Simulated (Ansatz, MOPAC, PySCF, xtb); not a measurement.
Complex: C2H2 (SMILES C#C) (first 4 atoms) with C2H2 (SMILES C#C); geometry from S66by8 set.
(charge 0, multiplicity 1):
```xyz
8

C     -0.5987    -0.0794    -2.3349
H     -1.6607    -0.0793    -2.3408
C      0.6131    -0.0795    -2.3317
H      1.6752    -0.0796    -2.3319
C     -0.0053     0.0603     1.7279
H     -0.0019     0.0266     0.6646
C     -0.0092     0.0986     2.9393
H     -0.0125     0.1320     4.0002
```

Interaction energies are E(AB) − E(A) − E(B) at the monomers' geometry in the complex; basis-set methods are counterpoise corrected.

The state that AM1 reach isn't checked.

The values were computed with Ansatz (a quantum-chemistry and plane-wave program) with Gaussian orbitals; MOPAC for AM1 (differences of heats of formation); PySCF for the dispersion terms; xtb for the GFN methods. Each number belongs to the level named beside it.

### Question
One of these levels gives -0.8 kJ/mol for the interaction energy. Which?
(A) GFN-FF
(B) GFN2-xTB
(C) AM1
(D) PBE0-D3(BJ)/def2-TZVPPD

### Answer
C, AM1. The others give -3.0 (GFN-FF), -5.1 (GFN2-xTB), -6.6 (PBE0-D3(BJ)/def2-TZVPPD)
